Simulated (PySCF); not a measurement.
An element was calculated at UHF (PySCF 2.14, non-relativistic, a triple-zeta basis, no spin-orbit coupling), in the ground configurations that NIST lists.

```
electron affinity          : -0.304 eV
first ionisation energy    : 8.043 eV
second ionisation energy   : 23.443 eV
third ionisation energy    : 37.819 eV
polarisability of the atom : 22.2 bohr³
```

Question: Which element is it?

Answer: Boron (B, Z = 5), in aug-cc-pV5Z. NIST lists 8.298, 25.155, 37.931 eV for these ionisation energies.
